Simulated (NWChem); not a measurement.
System: C2H5O anion

Here is an NWChem input.

```
start job
memory heap 200 mb stack 900 mb global 1100 mb
charge -1
geometry units angstroms noautosym nocenter noautoz
  C      0.225666    -1.179921     0.000000
  C     -0.481220     0.208882     0.000000
  O      0.346877     1.253613     0.000000
  H     -0.503790    -2.017154     0.000000
  H      0.870594    -1.268821    -0.891488
  H      0.870594    -1.268821     0.891488
  H     -1.196942     0.166803     0.891757
  H     -1.196942     0.166803    -0.891757
end
basis spherical
  * library 6-31+g*
end
dft
  xc m06-2x
  iterations 150
end
cosmo
  do_cosmo_smd true
  solvent acetone
end
task dft energy
```

Excerpt of the output:

```
             Northwest Computational Chemistry Package (NWChem) 7.3.0
             --------------------------------------------------------

                             Geometry "geometry" -> ""
                             -------------------------

 Output coordinates in angstroms (scale by  1.889725989 to convert to a.u.)

  No.       Tag          Charge          X              Y              Z
 ---- ---------------- ---------- -------------- -------------- --------------
    1 C                    6.0000     0.22566600    -1.17992100     0.00000000
    2 C                    6.0000    -0.48122000     0.20888200     0.00000000
    3 O                    8.0000     0.34687700     1.25361300     0.00000000
    4 H                    1.0000    -0.50379000    -2.01715400     0.00000000
    5 H                    1.0000     0.87059400    -1.26882100    -0.89148800
    6 H                    1.0000     0.87059400    -1.26882100     0.89148800
    7 H                    1.0000    -1.19694200     0.16680300     0.89175700
    8 H                    1.0000    -1.19694200     0.16680300    -0.89175700

 Effective nuclear repulsion energy (a.u.)      73.9262245162

                                 NWChem DFT Module
                                 -----------------

 Summary of "ao basis" -> "ao basis" (spherical)
 ------------------------------------------------------------------------------
       Tag                 Description            Shells   Functions and Types
 ---------------- ------------------------------  ------  ---------------------
 C                          6-31+g*                  8       18   4s3p1d
 O                          6-31+g*                  8       18   4s3p1d
 H                          6-31+g*                  2        2   2s

 in cosmo_initialize ...
 calling solv_data for solv:acetone

 solvent parameters
 solvname_short: acetone
 solvname_long:  acetone
 dielec:       20.4930
 dielecinf:     1.8463
 nonaqueous SMD model solvent descriptors
 dielec:       20.4930
 sola:          0.0400
 solb:          0.4900
 solc:          0.0000
 solg:         33.7700
 solh:          0.0000
 soln:          1.3588

          ---------------
          -cosmo- solvent
          ---------------
 Cosmo: York-Karplus, doi: 10.1021/jp992097l
 dielectric constant -eps-     =  20.49
 screen = (eps-1)/(eps    )    =   0.95120
 surface charge correction     = lagrangian

   van der Waals surface
 --------------------------

 ---------- ATOMIC COORDINATES (A.U.) ------------ VDWR(ANG.) --
     1    0.42644690   -2.22972738    0.00000000     1.850
     2   -0.90937394    0.39472974    0.00000000     1.850
     3    0.65550248    2.36898507    0.00000000     2.222
     4   -0.95202506   -3.81186834    0.00000000     1.200
     5    1.64518411   -2.39772402   -1.68466804     1.200
     6    1.64518411   -2.39772402    1.68466804     1.200
     7   -2.26189240    0.31521196    1.68517638     1.200
     8   -2.26189240    0.31521196   -1.68517638     1.200
 number of segments per atom =        128
 number of   points per atom =        128
 atom (   nspa,  nppa )
 ----------------------
    1 (     54,     0 )       0
    2 (     26,     0 )       0
    3 (     96,     0 )       0
    4 (     56,     0 )       0
    5 (     52,     0 )       0
    6 (     52,     0 )       0
    7 (     56,     0 )       0
    8 (     56,     0 )       0
 number of -cosmo- surface points =      448
 molecular surface =     98.893 angstrom**2
 molecular volume  =     75.881 angstrom**3
 -lineq- algorithm             =   0
 -bem- low  level              =   3
 -bem- from -octahedral-
 gaussian surface charge width =   4.50000
 degree of switching           =   1.00000
 switching function tolerance  =   0.00010
 atomic radii =
 --------------
    1  6.000  1.850
    2  6.000  1.850
    3  8.000  2.222
    4  1.000  1.200
    5  1.000  1.200
    6  1.000  1.200
    7  1.000  1.200
    8  1.000  1.200
 ...... end of -cosmo- initialization ......

 nat:                     8
 ixmem:                  3618
 calling mnsol_interface()
 G(SMD-CDS) energy (kcal/mol)  =    -1.342
 SMD-CDS SASA (angstrom**2)    =   107.271

[...]

                                COSMO-SMD solvation results
                                ---------------------------

             internal energy in gas <Psi(g)|H|Psi(g)> =      -154.348302444270
         internal energy in solvent <Psi(s)|H|Psi(s)> =      -154.345134918155
                               delta internal energy  =         0.003167526115 (    1.99 kcal/mol)
   total free energy in solvent <Psi(s)|H+V/2|Psi(s)> =      -154.447675778046
 polarization energy contribution <Psi(s)|V/2|Psi(s)> =        -0.102540859890 (  -64.35 kcal/mol)
    total free energy in solvent including G(SMD-CDS) =      -154.449814349906
                       G(SMD-CDS) energy contribution =        -0.002138571861 (   -1.34 kcal/mol)
     1 M fixed-concentration free energy of solvation =        -0.101511905636 (  -63.70 kcal/mol)

                       DFT Final Molecular Orbital Analysis
                       ------------------------------------

 Vector   11  Occ=2.000000D+00  E=-3.743392D-01
              MO Center=  1.2D-01,  5.4D-01, -5.2D-10, r^2= 2.4D+00
   Bfn.  Coefficient  Atom+Function         Bfn.  Coefficient  Atom+Function
  ----- ------------  ---------------      ----- ------------  ---------------
    40      0.353969  3 O  py                39      0.270410  3 O  px
    21     -0.237556  2 C  px                22     -0.233248  2 C  py
    42      0.233975  3 O  s                 44      0.179183  3 O  py
    55     -0.144809  4 H  s                  3      0.136770  1 C  px
    43      0.137011  3 O  px                 4      0.134256  1 C  py

 Vector   12  Occ=2.000000D+00  E=-2.238228D-01
              MO Center=  1.7D-01,  8.0D-01,  7.7D-09, r^2= 1.9D+00
   Bfn.  Coefficient  Atom+Function         Bfn.  Coefficient  Atom+Function
  ----- ------------  ---------------      ----- ------------  ---------------
    39      0.423646  3 O  px                28      0.369070  2 C  s
    40     -0.350491  3 O  py                43      0.301968  3 O  px
    10     -0.259972  1 C  s                 44     -0.258414  3 O  py
     6     -0.228132  1 C  s                  4     -0.206984  1 C  py
    47      0.153907  3 O  px                 8     -0.139451  1 C  py

 Vector   13  Occ=2.000000D+00  E=-2.227079D-01
              MO Center= -2.9D-03,  9.6D-01, -7.4D-09, r^2= 1.8D+00
   Bfn.  Coefficient  Atom+Function         Bfn.  Coefficient  Atom+Function
  ----- ------------  ---------------      ----- ------------  ---------------
    41      0.549214  3 O  pz                45      0.388929  3 O  pz
    62     -0.282842  7 H  s                 64      0.282842  8 H  s
    49      0.216652  3 O  pz                61     -0.153910  7 H  s
    63      0.153910  8 H  s                 23     -0.128272  2 C  pz
    58     -0.077305  5 H  s                 60      0.077305  6 H  s

 Vector   14  Occ=0.000000D+00  E= 4.653528D-02
              MO Center= -8.4D-01,  7.7D-01, -1.1D-10, r^2= 1.0D+01
   Bfn.  Coefficient  Atom+Function         Bfn.  Coefficient  Atom+Function
  ----- ------------  ---------------      ----- ------------  ---------------
    10      2.375623  1 C  s                 46     -1.709204  3 O  s
    30      1.516375  2 C  py                11     -0.471279  1 C  px
    47      0.357146  3 O  px                28      0.270389  2 C  s
    25      0.222137  2 C  px                26      0.208610  2 C  py
    48      0.157094  3 O  py                56     -0.144831  4 H  s

 Vector   15  Occ=0.000000D+00  E= 5.248780D-02
              MO Center=  4.1D-01, -1.6D+00, -1.8D-09, r^2= 1.2D+01
   Bfn.  Coefficient  Atom+Function         Bfn.  Coefficient  Atom+Function
  ----- ------------  ---------------      ----- ------------  ---------------
    28     -9.325517  2 C  s                 10      8.481772  1 C  s
    12      3.097611  1 C  py                30      2.943085  2 C  py
    29     -1.983161  2 C  px                11     -1.612248  1 C  px
    46      0.379954  3 O  s                 48     -0.255565  3 O  py
    47      0.206754  3 O  px                 6      0.171529  1 C  s

 Vector   16  Occ=0.000000D+00  E= 6.752278D-02
              MO Center= -5.0D-01, -3.4D-01, -2.6D-10, r^2= 1.2D+01
   Bfn.  Coefficient  Atom+Function         Bfn.  Coefficient  Atom+Function
  ----- ------------  ---------------      ----- ------------  ---------------
    46      1.714203  3 O  s                 29     -1.285147  2 C  px
    28     -1.270081  2 C  s                 30     -0.645106  2 C  py
    10      0.509399  1 C  s                 24     -0.382196  2 C  s
    48     -0.338654  3 O  py                12     -0.335743  1 C  py
    56     -0.253319  4 H  s                 11     -0.167020  1 C  px

     Multipole analysis of the density
     ---------------------------------

     L   x y z        total         alpha         beta         nuclear
     -   - - -        -----         -----         ----         -------
     0   0 0 0     -1.000000    -13.000000    -13.000000     25.000000

     1   1 0 0     -0.543724     -0.352370     -0.352370      0.161016
     1   0 1 0     -2.103461     -1.034232     -1.034232     -0.034998
     1   0 0 1     -0.000000     -0.000000     -0.000000      0.000000

     2   2 0 0    -19.005978    -22.524141    -22.524141     26.042303
     2   1 1 0     -1.560078     -0.218914     -0.218914     -1.122251
     2   1 0 1     -0.000000     -0.000000     -0.000000      0.000000
     2   0 2 0    -24.286001    -63.087458    -63.087458    101.888915
     2   0 1 1      0.000000      0.000000      0.000000      0.000000
     2   0 0 2    -17.705906    -14.530879    -14.530879     11.355852
```

Level: M06-2X/6-31+G* (spherical d), SMD on the gas-phase geometry. Coordinates come from a B3LYP/def2-SVPD optimisation. The gas-phase anion has a positive highest level at the geometry level, so the gas reference is doubtful. Solvent: acetone.
